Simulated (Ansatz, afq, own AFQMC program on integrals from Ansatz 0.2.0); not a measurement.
## Atomization energy of H2Se, singlet

| atom | x (Å) | y (Å) | z (Å) |
| --- | --- | --- | --- |
| Se | 0.5611 | -0.2749 | 0.2804 |
| H | 0.0461 | 1.0947 | 0.1446 |
| H | -0.6073 | -0.8198 | -0.4250 |

Atoms in their ground-state spins without spin–orbit coupling (mostly on UHF) minus the molecule (RHF), without zero-point energy. The geometry is a stationary point, not shown to be a minimum.

Basis def2-TZVP. Noble-gas cores (and the filled d shells of Ga–Kr and In–Xe) are frozen. Integrals, coupled cluster, full CI and functionals: Ansatz 0.2.0; the random walks run on the same integrals in our own AFQMC program. ph-AFQMC/CISD is guided by a CISD state made of CCSD amplitudes; releasing the constraint for a short imaginary time cuts its bias at the price of noise, slowly where states lie close. Error bars are statistical, one sigma. No spin–orbit coupling. The errors of all members are added in quadrature.

No full CI on the walks' own integrals is used here; CCSDT(Q) serves as the reference and is uncertain by about the last step of the cluster series. Each member takes its own surest rung, up to full CI.

The best estimate is CCSD(T) at the basis-set limit (CBS: def2-TZVPP and def2-QZVPP, with their diffuse functions for anions and beside diffuse sets, CCSD(T) itself extrapolated) plus the step from CCSD(T) to CCSDT(Q) in def2-TZVP. Rows without CBS are in def2-TZVP; B2PLYP and the wave-function rows carry a basis error of their own. Core correlation and relativity beyond core potentials are missing, and ± holds the sampling alone.

Cautions: inner d shell frozen; no relativity below Rb; no spin-orbit coupling; other spins of the molecule weren't checked.

```tsv
level	atomization energy (kcal/mol)
B2PLYP	158.9
MP2	150.1
r2SCAN	163.0
```

From these cheaper values, estimate the atomization energy at the level of the best estimate.

163.5 kcal/mol (best estimate, highest rung CCSDT(Q)).

```csv
level,atomization energy (kcal/mol),error against the best estimate (kcal/mol)
HF,110.7,-52.8
CCSD,153.1,-10.4
CCSD(T),154.7,-8.8
CCSDT,154.7,-8.7
CCSDT(Q),154.8,-8.6
ph-AFQMC/CISD,154.8 ± 0.06,-8.7 ± 0.06
released AFQMC,154.9 ± 0.05,-8.6 ± 0.05
HF/CBS,111.3,-52.2
MP2/CBS,159.4,-4.1
CCSD(T)/CBS,163.4,-0.1
PBE,162.4,-1.1
PBE0,159.9,-3.6
B3LYP,162.7,-0.8
wB97M-V,161.8,-1.6
```

Correlation beyond CCSD(T) adds 0.1 kcal/mol. Going to the basis-set limit adds 8.6 kcal/mol at CCSD(T). The perturbative (T) step is worth +1.6 kcal/mol.

Best estimates are given only where the step beyond CCSD(T) is under 0.3 eV and no member's determinant is very poor (T1 over 0.05, or 0.07 for open shells, ⟨S²⟩ too high by 0.3, two states mixed), so the hardest cases are missing from such tables.

The functionals ran in a triple-zeta set and keep a basis error of their own, a few kJ/mol for each bond in atomization energies and more for double hybrids, so close places among them and the extrapolated levels can swap.

CCSDT and higher add their correlation energy to the determinant of the CCSD(T) run, since their own runs factorise the integrals more tightly (a shift of under 2 meV). Each member of a difference takes its own highest rung, so a best estimate needn't equal the limit plus the step of one row. A walk keeps the symmetry of its determinant, which the program's search chose and which needn't be the lowest solution, so a lower state of the same spin and another symmetry isn't excluded. Released energies are given only where the last usable release times agree within the noise; a slower fall can still hide under it.
